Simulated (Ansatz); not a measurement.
Ir (fcc): energy against volume

The calculation used DFT, BLYP, plane waves (420 eV) with PAW, scalar-relativistic (Ansatz). The PAW files were generated under PBE, with cores re-solved for the functional.

The cell is scaled uniformly from the relaxed one, with fractional coordinates and shape fixed. Energies are extrapolated to zero smearing, pressures are those at the given smearing. Magnetic state: non-magnetic.

A Birch-Murnaghan fit gives V₀ = 15.24 Å³/atom, B₀ = 292 GPa, B₀′ = 5.2.

Question: What are the energy above the minimum and the pressure at 13.423 Å³/atom?

Answer: 258.1 meV/atom and 51.78 GPa as computed.

Question: What are the energy above the minimum and the pressure at 14.643 Å³/atom?

Answer: 23.5 meV/atom and 13.15 GPa as computed.

Question: What are the energy above the minimum and the pressure at 15.864 Å³/atom?

Answer: 21.1 meV/atom and -10.44 GPa as computed.
